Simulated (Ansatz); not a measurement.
Level of theory: frozen-core CCSD(T)/def2-TZVPP in Ansatz (a program for electronic structure).

Ansatz 0.2 input:
```yaml
crystal:
  periodic: [false, false, false]
  atoms:
    - { symbol: F, position_ang: [0.0, 0.0, 0.0] }
basis:
  gaussian: { orbitals: def2-TZVPP }
correlation:
  method: ccsd_t
magnetization:
  spin_polarized: true
  initial_magnetization: 1
```

Output:

```
Functional definition: HF
205 factors; integrals over basis functions are off by at most 1.8e-4 eV
mean field evaluation 1: about -2704.9202 eV, gradient 9.0e0 eV
mean field evaluation 2: about -2704.9209 eV, gradient 9.0e0 eV
mean field evaluation 4: about -2705.1293 eV, gradient 9.4e-1 eV
mean field evaluation 8: about -2705.1328 eV, gradient 1.4e-3 eV
mean field evaluation 16: about -2705.1328 eV, gradient 6.3e-2 eV
mean field evaluation 32: about -2705.1289 eV, gradient 8.7e-1 eV
mean field evaluation 64: about -2705.1328 eV, gradient 1.8e-3 eV
mean field -2705.13284638 eV, -99.4117984997 hartree, gradient 7.7e-6 eV, S^2 0.753678; 4 other end points of the search recorded, 0 dependent functions left out
1 core orbitals not correlated
reference -2705.13284638 eV, -99.4117984997 hartree; 4, 3 occupied and 26, 27 virtual orbitals, 205 factors
second order -5.38212672 eV of doubles, -0.00000000 eV of singles
cycle   1  -5.62210069 eV  change   -2.4e-1 eV  update   2.6e-2
cycle   2  -5.69806773 eV  change   -7.6e-2 eV  update   7.5e-3
cycle   3  -5.71027582 eV  change   -1.2e-2 eV  update   3.0e-3
cycle   4  -5.70888986 eV  change    1.4e-3 eV  update   1.1e-3
cycle   5  -5.70951778 eV  change   -6.3e-4 eV  update   3.1e-4
cycle   6  -5.70957719 eV  change   -5.9e-5 eV  update   5.7e-5
cycle   7  -5.70957489 eV  change    2.3e-6 eV  update   1.3e-5
cycle   8  -5.70957153 eV  change    3.4e-6 eV  update   2.8e-6
perturbative correction -0.09345697 eV, -0.0034344804 hartree
Total energy: -2710.93587489 eV, -99.6250558639 hartree
```

Cost: about 0.8 core-seconds (a rough figure).
